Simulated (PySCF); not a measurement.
Gas-phase reaction: 2 BCl₂NH₂ = 2 BHCl₂ + N₂H₂

Method: PySCF energies (xtb for GFN2) plus ideal-gas RRHO corrections (1 bar). † marks an energy on the PBE0/def2-TZVP geometry and frequencies; other levels use their own. MP2 and CCSD(T) freeze the core. All species are closed-shell singlets. B3LYP is the form with VWN-RPA correlation. BCl₂NH₂: computed as isolated molecules; such fragments, hydroxides, amides, oligomers or adducts are transient or little studied in the gas. MP2 isn't extrapolated to the basis-set limit. CCSD(T) isn't extrapolated to the basis-set limit.

```tsv
level	ΔH°(298 K), kJ
B3LYP/def2-TZVP†	[?]
CCSD(T)/def2-SVP†	[?]
GFN2-xTB	[?]
HF/def2-TZVP†	[?]
M06-2X/def2-TZVP†	532
MP2/def2-TZVPP†	539
PBE/def2-SVP	519
PBE/def2-TZVP†	505
LDA/def2-TZVP†	583
```

Task: What belongs in the gaps?

Result: 
- B3LYP/def2-TZVP†, ΔH°(298 K), kJ: 500
- CCSD(T)/def2-SVP†, ΔH°(298 K), kJ: 497
- GFN2-xTB, ΔH°(298 K), kJ: 433
- HF/def2-TZVP†, ΔH°(298 K), kJ: 498
